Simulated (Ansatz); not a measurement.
C3H4ClN can be A, `ClCC1=CN1`, or B, `CN=C=CCl`.

Isolated molecules relaxed with PBE0-D4/def2-TZVP in Ansatz; ΔE leaves out vibrations. CCSD(T)/CBS is the MP2 limit (def2-TZVPP, def2-QZVPP) plus CCSD(T) − MP2 in def2-TZVPP, frozen cores. DFT in def2-TZVPP. B3LYP here is the variant with VWN-RPA as its local correlation; programs differ in this. One conformer a species, not always the lowest.

Problem. Which is lower in electronic energy at CCSD(T)/CBS, and by how much? (Estimate.)

Solution. The calculation gave: B, by 38.0 kcal/mol.

Problem. Give E(B) − E(A) in kcal/mol with B3LYP-D4, r2SCAN-D4, CCSD(T)/def2-TZVPP, B2PLYP, LDA (SPW92), PBE-D4, BLYP-D4. (An estimate is asked.)

Solution. Ansatz gave: B3LYP-D4 -44.0, r2SCAN-D4 -42.4, CCSD(T)/def2-TZVPP -39.4, B2PLYP -42.8, LDA (SPW92) -40.2, PBE-D4 -40.9, BLYP-D4 -44.8. None reverses the order clearly.

Problem. Does the order hold for the free energy at 298.15 K (harmonic terms from PBE0-D4)? (Best estimate.)

Solution. Ansatz gave: Yes: G(B) − G(A) = -38.3 kcal/mol, for one conformer each.

Largest T1 diagnostic: 0.013.

From PBE to PBE0 (25 % exact exchange), in def2-TZVPP and without D4, E(B) − E(A) moves by +0.9 kcal/mol. Leaving LDA and LC-ωPBE aside and taking each functional with its dispersion term where it has one, the values, not all of them listed here, spread over 5.8 kcal/mol, from BLYP-D4 to ωB97X-V. LDA lies +1.0 kcal/mol from PBE without D4.
